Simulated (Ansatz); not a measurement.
## Which is lower?

Two relaxed structures of CH2ClSi (charge +1), singlet (PBE0-D4/def2-TZVP; forces vanish, vibrations not checked).

A:

C1  (-0.318, -0.478, 0.160)
Si2  (0.051, -2.118, -0.675)
Cl3  (1.508, -0.732, 0.249)
H4  (-0.717, -0.439, 1.173)
H5  (-0.520, 0.419, -0.425)
(Å)

B:

C1  (-0.303, 0.599, -0.439)
Si2  (0.120, -0.744, 0.556)
Cl3  (1.707, -1.678, 1.194)
H4  (-0.731, 1.464, 0.077)
H5  (-0.792, 0.359, -1.388)
(Å)

Program: Ansatz 0.2.0. Basis: def2-TZVPP. Cores are frozen in the correlated methods. B3LYP uses VWN-RPA correlation.

Which structure is lower at CCSD(T), and by how much? (To be estimated.)

The calculation gives: A, by 0.507 eV (electronic energy, against the other). By their contacts, A is CH₂ClSi ([CH2]1[Si][Cl]1), total charge +1 and B is CH₂ClSi ([CH2][Si][Cl]), total charge +1.

All methods give the same order:

```
   method  E(B) − E(A) (eV)
   PBE-D4             0.568
r2SCAN-D4             0.466
  PBE0-D4             0.690
 B3LYP-D4             0.574
  wB97M-V             0.817
       HF             0.757
      MP2             0.633
     CCSD             0.598
  CCSD(T)             0.507
```

The T1 diagnostic stays at or below 0.023. The restricted Hartree–Fock reference is unstable towards an unrestricted one at one or more of these structures. A large double-excitation amplitude points to some diradical character; no triplet was computed.

Labels in which every atom is bracketed show which atoms are joined, not bond orders.

For scale, one of the runs: CCSD(T)/def2-TZVPP, 143 basis functions, launched by `ansatz run in.yaml --threads 2 --pin off --events-out ev --progress --plain --max-ram 4352MiB`. Time: 10 s of wall clock on 2 CPU threads of an Arm Neoverse V1; the host was shared. Peak host memory: 0.75 GiB.
